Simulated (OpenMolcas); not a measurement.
**How basis sets differ on CH5Si (SMILES C[SiH2])**

CH5Si has 7 atoms, charge 0, and is taken as a doublet. SMILES: `C[SiH2]`. The shape is that of a PBE0-D4/def2-TZVP optimisation.

Each level gives the dipole moment (D). The values are calculated.

| level | kind | program | value (D) | CPU time |
| --- | --- | --- | --- | --- |
| UHF/ANO-L-MB | Hartree–Fock | OpenMolcas | 0.43 | 2.2 s |
| UHF/STO-3G | Hartree–Fock | OpenMolcas | 0.66 | 3.2 s |
| UHF/3-21G | Hartree–Fock | OpenMolcas | 0.71 | 4 s |
| UHF/aug-cc-pVDZ | Hartree–Fock | OpenMolcas | 0.85 | 13 s |

The values span 0.43 to 0.85 D. Magnitudes only: a small dipole may point the other way at some levels. Sets without polarisation functions give poor dipoles. Times are those of the runs behind each value, whatever else they computed, on shared processors of several kinds: orders of magnitude only.
